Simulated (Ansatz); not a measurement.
Multireference treatment of C₂H₆, singlet

Calculated in Ansatz's Gaussian-basis code; NEVPT3, NEVPT4(SD), MRCISD by development code. Basis aug-cc-pVDZ, nonrelativistic, 2 orbitals frozen in the corrections. State-specific CASSCF; RHF is the lowest restricted (open-shell) Hartree–Fock solution met. Letters tell apart solutions met in one space. On stretched bonds single-reference methods can fail or change state. Solutions may break the symmetry of the shape. No proof that the lowest CASSCF solution was found.

Geometry:

```tsv
atom	x (Å)	y (Å)	z (Å)
C	0.0000	0.0000	1.1433
C	0.0000	0.0000	-1.1433
H	0.0000	1.0190	1.5383
H	-0.8824	-0.5095	1.5383
H	0.8824	-0.5095	1.5383
H	0.0000	-1.0190	-1.5383
H	-0.8824	0.5095	-1.5383
H	0.8824	0.5095	-1.5383
```

CASSCF less RHF, in eV, and natural occupations:

```
    CAS  CASSCF  occupations
(2,2) a  -1.180   1.86, 0.14
(2,2) b  -0.429   1.98, 0.02
```

(1) What totals less RHF do the corrections give on each solution?

(2) In CAS(2,2), is the solution lowest in CASSCF also lowest after SC-NEVPT2?

(3) How do single-reference totals in the same basis and frozen core stand against SC-NEVPT2 in CAS(2,2) a?

(4) Roughly how much CPU time does a whole run from the default start take (median of such runs, summed over threads; nearly all runs on one pinned thread of a shared server, mostly Xeon at 2.3 to 2.6 GHz, by a development driver)?

## Answers

(1) 

```csv
CAS,SC-NEVPT2,FIC-NEVPT2,NEVPT3,NEVPT4(SD),MRCISD
"(2,2) a",-8.976,-8.979,-9.942,-10.241,-9.316
"(2,2) b",-8.802,-8.803,-9.718,-10.134,-9.016
```

(2) Yes: (2,2) a stays lowest, 0.17 eV under the next.

(3) CCSD(T) -1.369 eV. Coupled cluster stands on the determinant that it favours, which can lie over the RHF solution above, and is in doubt where the occupations are far from 0, 1 and 2.

(4) CAS(2,2) a: about 4.7 s. Other jobs ran beside these, and the count of passes differs.
